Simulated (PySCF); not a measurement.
**Basis-set dependence of population analyses: hydrosulfide**

Species: hydrosulfide, HS (charge -1).
Numbering: `[SH-:1]` (hydrogens: H2 on S1)

PBE0 throughout (PySCF), one geometry, spherical d and f functions. Isolated species at its PBE0-D3(BJ)/def2-SVP geometry, gas phase. The geometry's basis has no diffuse functions.

Mulliken charges (e):

```csv
basis,functions,S1,H2
STO-3G,10,-0.775,-0.225
6-31G,15,-0.934,-0.066
pcSseg-0,15,-0.953,-0.047
6-31G*,20,-0.994,-0.006
def2-SVP,23,-0.905,-0.095
cc-pVDZ,23,-0.950,-0.051
pcSseg-1,29,-0.993,-0.007
aug-cc-pVDZ,36,-0.909,-0.091
"6-311+G(2d,p)",41,-1.021,+0.021
def2-TZVP,43,-1.042,+0.042
cc-pVTZ,48,-0.987,-0.013
IGLO-III,54,-0.872,-0.128
pcSseg-3,109,-0.974,-0.026
```

IAO charges (e):

```
        basis  functions      S1      H2
       STO-3G         10  -0.850  -0.150
        6-31G         15  -1.014  +0.014
     pcSseg-0         15  -0.979  -0.021
       6-31G*         20  -1.007  +0.007
     def2-SVP         23  -0.978  -0.022
      cc-pVDZ         23  -0.999  -0.001
     pcSseg-1         29  -1.003  +0.003
  aug-cc-pVDZ         36  -1.045  +0.045
6-311+G(2d,p)         41  -1.034  +0.034
    def2-TZVP         43  -1.018  +0.018
      cc-pVTZ         48  -1.021  +0.021
     IGLO-III         54  -0.997  -0.003
     pcSseg-3        109  -1.037  +0.037
```

Which scheme is steadiest as the basis changes?

Largest range over the bases for any column: IAO 0.19 e, Mulliken 0.27 e. IAO charges move least and Mulliken charges most, counted in e. Without the minimal STO-3G basis the ranges are IAO 0.07, Mulliken 0.17 e.

How much do the charges still move between the two largest bases, IGLO-III and pcSseg-3?

At most, over all atoms: Mulliken 0.101 e, IAO 0.039 e.

What do the same runs give for the total energy and the frontier levels?

```tsv
basis	energy (Eh)	HOMO (eV)	LUMO (eV)
STO-3G	-394.0113	8.96	19.69
6-31G	-398.6302	0.89	8.63
pcSseg-0	-398.1918	1.71	8.76
6-31G*	-398.6428	0.94	8.64
def2-SVP	-398.5207	1.76	8.64
cc-pVDZ	-398.6596	1.34	8.19
pcSseg-1	-398.6490	0.97	7.51
aug-cc-pVDZ	-398.6895	-0.07	3.74
6-311+G(2d,p)	-398.6938	-0.02	5.16
def2-TZVP	-398.6827	0.65	7.21
cc-pVTZ	-398.6890	0.66	7.16
IGLO-III	-398.6634	1.40	7.23
pcSseg-3	-398.7066	0.04	5.10
```

Where the HOMO energy of this anion is positive, the outermost electrons may be held by the finite basis alone.
